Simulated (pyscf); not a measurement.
Structures and frequencies: ωB97X-D3(BJ)/def2-SVP in PySCF.

Task: For HO–Si(SiH₃)(SiH₃)–SiH₂–Cl (SMILES O[Si]([SiH3])([SiH3])[SiH2]Cl) + H₂ (SMILES [H][H]) -> HO–Si(SiH₃)(SiH₃)–SiH₃ (SMILES O[Si]([SiH3])([SiH3])[SiH3]) + HCl (SMILES Cl), a four-centre exchange (singlet surface; Cl–Si, H–H broken, H–Si, Cl–H formed), PBE/def2-TZVP gives ΔE‡ = 39.9 kcal/mol and ΔE = +15.7 kcal/mol (zero: the separated reactants). In which direction and how far do r²SCAN/def2-TZVP, PBE0-D3(BJ)/def2-TZVP, ωB97M-D3(BJ)/def2-TZVP move these?

Result: r²SCAN: ΔE‡ = 42.9 kcal/mol, ΔE = +17.8 kcal/mol; PBE0-D3(BJ): ΔE‡ = 41.3 kcal/mol, ΔE = +17.3 kcal/mol; ωB97M-D3(BJ): ΔE‡ = 43.6 kcal/mol, ΔE = +17.3 kcal/mol. PBE's barrier lies under all of them, by 1.3 to 3.6 kcal/mol. Its reaction energy lies under all of them, by 1.5 to 2.1 kcal/mol. At the saddle there is also a short H–Si contact that neither side keeps. This is the saddle that the search found; another between the same sides may lie lower.
